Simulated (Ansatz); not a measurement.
Two isomers of C2H5NO2: A = `C=NC(O)O`, B = `N=C(O)CO`.

Gas-phase electronic energies from Ansatz, PBE0-D4/def2-TZVP geometries. CCSD(T)/CBS adds triple-zeta CCSD(T) − MP2 to the extrapolated MP2 energy (def2 sets, frozen cores). DFT in def2-TZVPP. Each species was taken in one conformer, which may not be the lowest.

(1) Which is lower in electronic energy at CCSD(T)/CBS, and by how much? (An estimate is asked.)

(2) Give E(B) − E(A) in kcal/mol with PBE0-D4, r2SCAN-D4, CCSD(T)/def2-TZVPP, ωB97M-V, B2PLYP, MP2/def2-TZVPP, HF/def2-TZVPP. (Best estimate.)

Largest T1 diagnostic: 0.013.

Results:

(1) Computed: B, by 9.9 kcal/mol.

(2) Computed: PBE0-D4 -11.7, r2SCAN-D4 -11.6, CCSD(T)/def2-TZVPP -9.5, ωB97M-V -10.9, B2PLYP -10.5, MP2/def2-TZVPP -10.4, HF/def2-TZVPP -10.3. None reverses the order clearly.
